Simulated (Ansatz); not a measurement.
This was printed by a script on Ansatz 0.2.0, Python API, for a single point in a Gaussian basis of AlH5S, SMILES [AlH3-][SH2+]. What did the script look like? Settings: CCSD(T), def2-TZVPP basis, multiplicity 1.

```yaml
atoms:
  - { symbol: Al, position_ang: [-0.4033, -0.6927, -0.3938] }
  - { symbol: S, position_ang: [0.8308, 0.6287, 0.8913] }
  - { symbol: H, position_ang: [-0.3798, -2.1659, 0.0603] }
  - { symbol: H, position_ang: [-1.8938, -0.1469, -0.3018] }
  - { symbol: H, position_ang: [0.0423, -0.5384, -1.9381] }
  - { symbol: H, position_ang: [0.0577, 1.5906, 1.5114] }
  - { symbol: H, position_ang: [1.8074, 1.2566, 0.1250] }
```

```console
$ python energy_alh5s.py
reference energy    -17478.548329 eV
total energy        -17488.137835 eV
occupied orbitals outside the frozen core (up, down): [7, 7]  frozen: 10  virtual: [137, 137]
correlation energy -9.58951 eV
cycles 9  T1 diagnostic 0.0114  largest double 0.0339
Alpha     -18.749 eV  occupation 2
Alpha     -17.112 eV  occupation 2
Alpha     -14.237 eV  occupation 2
Alpha     -12.778 eV  occupation 2
Alpha     -10.380 eV  occupation 2
Alpha     -10.263 eV  occupation 2
Alpha       1.600 eV  occupation 0
Alpha       2.092 eV  occupation 0
Alpha       3.937 eV  occupation 0
Alpha       4.121 eV  occupation 0
Alpha       4.381 eV  occupation 0
Alpha       5.780 eV  occupation 0
Alpha       6.206 eV  occupation 0
```

One script that gives this output:

The script, `energy_alh5s.py`:
```python
"""Electronic structure of the AlH5S molecule."""

from pathlib import Path
import json
import warnings

import ansatz as az

warnings.simplefilter("ignore", az.DeckWarning)

geometry = (
    az.Crystal.molecule()
    .atom("Al", [-0.4033, -0.6927, -0.3938])
    .atom("S", [0.8308, 0.6287, 0.8913])
    .atom("H", [-0.3798, -2.1659, 0.0603])
    .atom("H", [-1.8938, -0.1469, -0.3018])
    .atom("H", [0.0423, -0.5384, -1.9381])
    .atom("H", [0.0577, 1.5906, 1.5114])
    .atom("H", [1.8074, 1.2566, 0.125])
)

calc = geometry.calculation()
calc = calc.basis(gaussian="def2-TZVPP")
calc = calc.correlation("ccsd_t")
calc = calc.orbitals()
out = calc.run(runs_dir="runs")
report = out.report

print("reference energy %16.6f eV" % report["reference_energy_ev"])
print("total energy     %16.6f eV" % report["free_energy_ev"])
print("occupied orbitals outside the frozen core (up, down):", report["n_occupied"], " frozen:", report["n_frozen"], " virtual:", report["n_virtual"])

print("correlation energy", round(report["free_energy_ev"] - report["reference_energy_ev"], 5), "eV")
cluster = report["correlation"].get("coupled_cluster")
if cluster:
    print("cycles", cluster["cycles"], " T1 diagnostic", round(cluster["t1_diagnostic"], 4), " largest double", round(cluster["largest_double"], 4))

lines = Path(report["orbitals_path"]).read_text().splitlines()
field_of = lambda key: [line.split("=")[1].strip() for line in lines if line.startswith(key)]
orbitals = [(27.211386 * float(e), s, float(n)) for e, s, n in zip(field_of("Ene="), field_of("Spin="), field_of("Occup="))]
homo = max(e for e, _, n in orbitals if n > 0.5)
lumo = min(e for e, _, n in orbitals if n < 0.5)
for e, spin, n in sorted(orbitals):
    if homo - 10 < e < lumo + 5:
        print(f"{spin:6s} {e:10.3f} eV  occupation {n:.0f}")
with open("alh5s.json", "w") as handle:
    json.dump({k: report[k] for k in ("free_energy_ev", "reference_energy_ev", "n_occupied", "n_virtual")}, handle, indent=1)
```

Reading the output:
- These settings explore the input space; basis and method may be short of convergence.
- The geometry is a force-field or estimated start, not a minimum of this method, and the basis set is short of its limit.
- Alpha marks a spatial orbital of a restricted run, filled by both spins.
- Levels such as HOMO and LUMO are orbital energies: in Hartree-Fock the gap is too wide and the LUMO hangs on the basis.
- Inner cores stay frozen, so this is valence correlation.
- Finished in 16 s on 1 thread of Arm Neoverse V1, on a shared host, peak memory 0.97 GiB.
